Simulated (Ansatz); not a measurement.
`ClC(Cl)C(Cl)Cl`, charge 0, multiplicity 1.

(1) Give a relaxed structure at PBE0-D4/def2-TZVP (Ansatz 0.2.0). (An estimate is asked.)

Results:

(1) Ansatz gave: 
```xyz
8

Cl    0.984    0.815    1.732
C    -0.271    0.467    0.540
Cl   -0.842    1.972   -0.186
C     0.271   -0.467   -0.540
Cl   -0.984   -0.815   -1.732
Cl    0.842   -1.972    0.186
H    -1.108    0.004    1.058
H     1.108   -0.004   -1.058
```
Point group C2h.
